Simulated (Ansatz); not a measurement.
# [SiH3]− (SMILES [SiH3-]) at 6 levels

Aim: a comparison of 6 runs (UHF/6-31G, revPBE/6-31G, RPA@PBE/3-21G, MP2/6-31G, BCCD(T)/6-31G, CCSDT/6-31G) of [SiH3]−. 

The results are computed with Ansatz 0.2.0.

2 further runs of the same task are left out: 2 set aside as unsound or not needed.

## (1) The system as given

The species is [SiH3]− (4 atoms), meant as a singlet with charge -1. SMILES: `[SiH3-]`. The H2–Si1 distance was set to 3.091 Å, away from the relaxed value. At this shape a bond of the SMILES string is far longer than usual.

Bond lengths: Si1–H3 1.546 Å, Si1–H4 1.546 Å. Angles: H3–Si1–H4 94.1°.

## (2) A single-point energy at UHF/6-31G (run 1)

Input file input.yaml:

```yaml
crystal:
  periodic: [false, false, false]
  atoms:
    - symbol: Si
      position_ang: [0.652797, -0.723684, -1.687668]
    - symbol: H
      position_ang: [0.426600, 0.622300, 1.085900]
    - symbol: H
      position_ang: [-0.185403, -1.956684, -1.279968]
    - symbol: H
      position_ang: [-0.554703, 0.039216, -2.278568]
basis:
  gaussian:
    orbitals: 6-31G
total_charge: -1
magnetization:
  spin_polarized: true
hamiltonian:
  xc: hf
accuracy: high
```

Launch:

```console
ansatz run input.yaml --threads 1 --pin off --max-ram 2610MiB --events-out events.jsonl --progress --plain --runs-dir runs
```

The log of the run:

```text
Warning: RAYON_NUM_THREADS=1 ignored (pool sized by the plan → 1); use --threads N
Functional definition: HF
  name "HF"
  exchange = exact_x
  correlation = 0
407 factors; integrals over basis functions are off by at most 3.8e-9 eV
mean field evaluation 1: about -7902.8517 eV, gradient 9.1e0 eV
mean field evaluation 2: about -7902.8519 eV, gradient 9.1e0 eV
mean field evaluation 4: about -7904.0964 eV, gradient 6.8e-1 eV
mean field evaluation 8: about -7904.1110 eV, gradient 2.1e-2 eV
mean field evaluation 16: about -7904.2768 eV, gradient 1.2e0 eV
mean field evaluation 32: about -7904.7508 eV, gradient 3.6e-2 eV
mean field -7904.75178998 eV, -290.4942702485 hartree, gradient 3.2e-8 eV, S^2 0.808746; 2 other end points of the search recorded, 0 dependent functions left out
reference -7904.75178998 eV, -290.4942702485 hartree; 9, 9 occupied and 10, 10 virtual orbitals, 407 factors
Total energy: -7904.75178998 eV, -290.4942702485 hartree
```

It took 0.22 s on 1 thread of Intel Xeon Platinum 8488C (Sapphire Rapids), shared host.

## (3) The energy at revPBE/6-31G (run 2)

Input file job.yaml:

```yaml
crystal:
  periodic: [false, false, false]
  atoms:
    - {symbol: Si, position_ang: [0.652797, -0.723684, -1.687668]}
    - {symbol: H, position_ang: [0.426600, 0.622300, 1.085900]}
    - {symbol: H, position_ang: [-0.185403, -1.956684, -1.279968]}
    - {symbol: H, position_ang: [-0.554703, 0.039216, -2.278568]}
basis:
  gaussian: {orbitals: 6-31G}
accuracy: high
hamiltonian: {xc: {name: revPBE}}
total_charge: -1
```

Launch:

```console
ansatz run job.yaml --threads 1 --pin off --max-ram 2610MiB --events-out events.jsonl --progress --plain --runs-dir runs
```

The log of the run:

```text
Warning: RAYON_NUM_THREADS=1 ignored (pool sized by the plan → 1); use --threads N
Functional definition: revPBE
  name "revPBE"
  parameter kappa = 1.245
  parameter beta = 0.06672455060314922
  exchange = pbe_x(kappa = kappa, mu = beta*pi^2/3)
  correlation = pbe_c(beta = beta)
407 factors; integrals over basis functions are off by at most 3.8e-9 eV
mean field evaluation 1: about -7918.1077 eV, gradient 1.7e1 eV
mean field evaluation 2: about -7904.0187 eV, gradient 3.3e1 eV
mean field evaluation 4: about -7920.1252 eV, gradient 8.0e0 eV
mean field evaluation 8: about -7920.5710 eV, gradient 4.8e0 eV
mean field evaluation 16: about -7920.7269 eV, gradient 1.8e-8 eV
mean field -7920.72691085 eV, -291.0813451122 hartree, gradient 2.0e-8 eV, S^2 0.000000; 0 other end points of the search recorded, 0 dependent functions left out
reference -7920.72691417 eV, -291.0813452341 hartree; 9, 9 occupied and 10, 10 virtual orbitals, 407 factors
Total energy: -7920.72691417 eV, -291.0813452341 hartree
```

Run time: 0.62 s. Hardware: 1 thread of Intel Xeon Platinum 8488C (Sapphire Rapids), shared host.

## (4) The energy at RPA@PBE/3-21G (run 3)

Input file molecule.yaml:

```yaml
crystal:
  periodic: [false, false, false]
  atoms:
    - {symbol: Si, position_ang: [0.652797, -0.723684, -1.687668]}
    - {symbol: H, position_ang: [0.426600, 0.622300, 1.085900]}
    - {symbol: H, position_ang: [-0.185403, -1.956684, -1.279968]}
    - {symbol: H, position_ang: [-0.554703, 0.039216, -2.278568]}
basis:
  gaussian: {orbitals: 3-21G.json}
total_charge: -1
hamiltonian: {xc: {name: PBE}}
correlation: {method: rpa, frozen_orbitals: {H: 0, Si: 5}}
accuracy: high
```

The basis set 3-21G is read from a file made from the Basis Set Exchange's data (not shown).

Launch:

```console
ansatz run molecule.yaml --threads 1 --pin off --max-ram 2610MiB --events-out events.jsonl --progress --plain --runs-dir runs
```

The log of the run, cut to the lines that bear on the results:

```text
Warning: RAYON_NUM_THREADS=1 ignored (pool sized by the plan → 1); use --threads N
Functional definition: PBE
  name "PBE"
[...]
373 factors; integrals over basis functions are off by at most 3.1e-9 eV
[...]
mean field -7876.68874963 eV, -289.4629725375 hartree, gradient 4.8e-8 eV, S^2 0.000000; 0 other end points of the search recorded, 0 dependent functions left out; unrestricted orbitals would lower it
[...]
unrestricted determinant -7864.16116188 eV, -289.0025921794 hartree, S^2 0.8345
5 core orbitals not correlated: weight in the atoms' cores, before any rotation towards them, 1.000 or more for the frozen orbitals, at most 0.000 for the correlated occupied ones
reference -7862.85233823 eV, -288.9544937972 hartree; 4, 4 occupied and 10, 10 virtual orbitals, 373 factors
Total energy: -7867.71920118 eV, -289.1333477119 hartree
```

Wall time 0.68 s (1 thread of Intel Xeon Platinum 8488C (Sapphire Rapids), shared host).

Runs 4 to 5 aren't shown in full; the table further down has their settings and results.

## (5) The energy at CCSDT/6-31G (run 6)

Input file job.yaml:

```yaml
crystal:
  periodic: [false, false, false]
  atoms:
    - symbol: Si
      position_ang: [0.652797, -0.723684, -1.687668]
    - symbol: H
      position_ang: [0.426600, 0.622300, 1.085900]
    - symbol: H
      position_ang: [-0.185403, -1.956684, -1.279968]
    - symbol: H
      position_ang: [-0.554703, 0.039216, -2.278568]
basis:
  gaussian:
    orbitals: 6-31G
total_charge: -1
correlation:
  method: ccsdt
  frozen_orbitals: {H: 0, Si: 5}
accuracy: high
scf:
  omitted_lower_state_checks: [cluster_reference, increment]
```

Launch:

```console
ansatz run job.yaml --threads 1 --pin off --max-ram 2610MiB --events-out events.jsonl --progress --plain --runs-dir runs
```

The log of the run, cut to the lines that bear on the results:

```text
Warning: RAYON_NUM_THREADS=1 ignored (pool sized by the plan → 1); use --threads N
[... 2 set-up lines as earlier in the session ...]
[...]
407 factors; integrals over basis functions are off by at most 3.8e-9 eV
[...]
mean field -7904.11102057 eV, -290.4707224071 hartree, gradient 3.5e-8 eV, S^2 0.000000; 0 other end points of the search recorded, 0 dependent functions left out; unrestricted orbitals would lower it
5 core orbitals not correlated: weight in the atoms' cores, before any rotation towards them, 1.000 or more for the frozen orbitals, at most 0.000 for the correlated occupied ones
reference -7904.11102057 eV, -290.4707224071 hartree; 4, 4 occupied and 10, 10 virtual orbitals, 407 factors
second order -1.77730144 eV of doubles, -0.00000000 eV of singles
cycle   1  -2.24482193 eV  change   -4.7e-1 eV  update   1.2e-1
[...]
cycle  29  -2.85964055 eV  change  -1.8e-10 eV  update  1.3e-10
Total energy: -7906.97066112 eV, -290.5758122589 hartree
Checks for a lower state left out: cluster_reference, increment
```

Run time: 0.32 s. Hardware: 1 thread of Intel Xeon Platinum 8488C (Sapphire Rapids), shared host.

## (6) Overview of the runs

```csv
run,level,frozen core orbitals,energy (Eh),wall time
1,UHF/6-31G,–,-290.494270,0.22 s
2,revPBE/6-31G,–,-291.081345,0.62 s
3,RPA@PBE/3-21G,5,-289.133348,0.68 s
4,MP2/6-31G,5,-290.536037,0.16 s
5,BCCD(T)/6-31G,5,-290.575083,0.22 s
6,CCSDT/6-31G,5,-290.575812,0.32 s
```

## (7) Results

```
                                          quantity          value
                               run 6: total energy  -290.57581 Eh
run 6: correlation energy (5 core orbitals frozen)     -105.1 mEh
                              run 6: T1 diagnostic          0.069
```

In words: Below the UHF energy at the same shape and in the same basis (6-31G): MP2 -41.8 mEh; BCCD(T) -80.8 mEh; CCSDT -81.5 mEh. Some of these start from another determinant than that one, so these aren't their correlation energies. In runs 3, 4, 5, 6 the log says that unrestricted orbitals would lower the reference, so the values rest on an unstable closed-shell determinant (other closed-shell runs at this shape may share the fault). Spin contamination of the reference: run 1 ⟨S²⟩ = 0.81. Where it is this large, the reference is a mixture of spin states, and values that rest on it are in doubt. All runs together took 2.2 s, the longest 0.68 s.
